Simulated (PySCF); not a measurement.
## Mg: ionisation energy

Mg [Ne] 3s2 (1S) → Mg⁺ [Ne] 3s1 (2S), as a difference of total energies. Calculation: PySCF 2.14, in aug-cc-pCVTZ (8s7p5d3f, 75 functions); no relativity, point nucleus. Correlated levels: valence: [Ne] frozen; valence and next inner shell: 1s2 frozen; nothing frozen. The calculations carry no spin-orbit coupling.

```
                                method  ionisation energy (eV)  error (eV)
                                   UHF                   6.606      -1.040
                                   LDA                   7.719      +0.073
                                   PBE                   7.611      -0.035
                                  PBE0                   7.541      -0.105
                                r2SCAN                   7.372      -0.274
                               wB97X-V                   7.528      -0.118
                               r2SCANh                   7.379      -0.267
                                B2PLYP                   7.542      -0.104
                                PBEsol                   7.526      -0.120
                         MP2 (valence)                   7.255      -0.391
                     SCS-MP2 (valence)                   7.385      -0.261
    MP2 (valence and next inner shell)                   7.371      -0.275
SCS-MP2 (valence and next inner shell)                   7.474      -0.172
                   MP2 (all electrons)                   7.370      -0.276
               SCS-MP2 (all electrons)                   7.474      -0.172
```

Reference: 7.646 eV (measured; NIST Atomic Spectra Database, ionization energies).

Errors of the correlated levels include the incompleteness of this basis and the frozen core.

MP2 underrates the near-degeneracy of ns² with np² in the lower species.
